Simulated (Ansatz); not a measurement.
System: CH5N, charge 1, doublet. CH5N+ (parent SMILES CN, doublet).
B3LYP-D3(BJ)/def2-TZVP minimum from Ansatz (a quantum-chemistry and plane-wave program):
```
C
H 1 1.0906
H 1 1.0906 2 113.98
N 1 1.4105 2 110.98 3 126.17
H 4 1.0206 1 121.63 2 -155.59
H 4 1.0206 5 116.66 1 176.81
H 1 1.1155 2 106.48 3 -117.10
```
Charge +1, spin multiplicity 2.

Total energies in cc-pVDZ, 13 correlated electrons, 2 frozen orbitals. Open shells are spin-unrestricted; no spin-orbit coupling. Correlated methods leave the cores frozen. No relativity. The spin of CH5N+ (parent SMILES CN, doublet) was assumed, and the state is the lowest solution found for it.

```json
[
 {"method": "HF", "program": "Ansatz", "energy (Eh)": "-94.94303", "minus CCSDT(Q) (mEh)": "327.91"},
 {"method": "MP2", "program": "Ansatz", "energy (Eh)": "-95.22589", "minus CCSDT(Q) (mEh)": "45.05"},
 {"method": "CCSD", "program": "Ansatz", "energy (Eh)": "-95.26240", "minus CCSDT(Q) (mEh)": "8.54"},
 {"method": "CCSD(T)", "program": "Ansatz", "energy (Eh)": "-95.26979", "minus CCSDT(Q) (mEh)": "1.15"},
 {"method": "CCSDT(Q)", "program": "Ansatz", "energy (Eh)": "-95.27094", "minus CCSDT(Q) (mEh)": "0.00"}
]
```

Rough core times of Ansatz's runs on a shared machine: CCSD(T) under 20 s, CCSDT(Q) 2 min.
